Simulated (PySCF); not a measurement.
C₄H₉OS (doublet state).
Geometry (GFN2-xTB, Å), atoms numbered from 1 in this order:
```
atom  x, y, z in Å
C1    -2.401   -0.036   -0.104
C2    -1.111    0.572    0.471
C3     0.074    0.300   -0.362
S4     1.095   -1.073    0.009
C5     2.722   -0.152    0.045
O6     0.818   -1.464    1.393
H7    -2.598    0.355   -1.099
H8    -3.242    0.205    0.541
H9    -2.305   -1.117   -0.164
H10   -0.929    0.156    1.465
H11   -1.251    1.655    0.561
H12    0.076    0.586   -1.401
H13    2.663    0.618    0.806
H14    3.496   -0.870    0.290
H15    2.888    0.275   -0.936
```

The hyperfine couplings belong to this conformer and change with its torsions.

Identity: `CC[CH][S@@](C)=O` [radical].

Theory: UKS B3LYP, pcH-1 on C H O S, non-relativistic, mean-field spin-orbit, GIAO in PySCF. One conformer (not necessarily the lowest) at the GFN2-xTB geometry, without solvent, vibrations or thermal averaging. The geometry wasn't refined by DFT: couplings that depend on bond lengths, twists or pyramidal angles can differ widely from those at the functional's own minimum. The SCF solution wasn't tested for stability.

Task: Predict the first-order ENDOR lines of C3, C5, C1, C2, H11, H12, H10, H7/H8/H9 and H13/H14/H15 under fast tumbling at B = 345.1 mT (X band).

Result: For S = 1/2 in fast tumbling each set of equivalent nuclei gives two lines, ν± = |νn ± a/2| to first order, with νn = g_N μN B/h and μN/h = 7.62259 MHz/T.

| nuclei | isotope | g_N | νn (MHz) | a_iso (MHz) | lower line (MHz) | upper line (MHz) |
| --- | --- | --- | --- | --- | --- | --- |
| C3 | 13C | 1.4048 | 3.70 | 112.81 | 52.71 | 60.10 |
| C5 | 13C | 1.4048 | 3.70 | 97.06 | 44.83 | 52.22 |
| C1 | 13C | 1.4048 | 3.70 | 68.80 | 30.70 | 38.10 |
| C2 | 13C | 1.4048 | 3.70 | -25.24 | 8.93 | 16.32 |
| H11 | 1H | 5.5857 | 14.69 | 75.88 | 23.25 | 52.63 |
| H12 | 1H | 5.5857 | 14.69 | -42.93 | 6.77 | 36.16 |
| H10 | 1H | 5.5857 | 14.69 | 5.39 | 12.00 | 17.39 |
| H7/H8/H9 | 1H | 5.5857 | 14.69 | 1.44 | 13.97 | 15.41 |
| H13/H14/H15 | 1H | 5.5857 | 14.69 | -0.65 | 14.37 | 15.02 |

The rows for 13C, of low natural abundance, apply to labelled samples.

Task: Which pairs are centred on the nuclear Larmor frequency, and which on half the coupling?

Result: Centred on νn, since |a| < 2νn: H10, H7/H8/H9 and H13/H14/H15. Centred on |a|/2 and split by 2νn: C3, C5, C1, C2, H11 and H12.

Class means assume fast exchange of nuclei equivalent by connectivity; if that motion is slow, each nucleus keeps its own coupling. The three 1H nuclei of mean +1.4 MHz run from -4.4 to 12.3 MHz in the frozen geometry. The three 1H nuclei of mean -0.6 MHz run from -5.0 to 8.1 MHz in the frozen geometry.
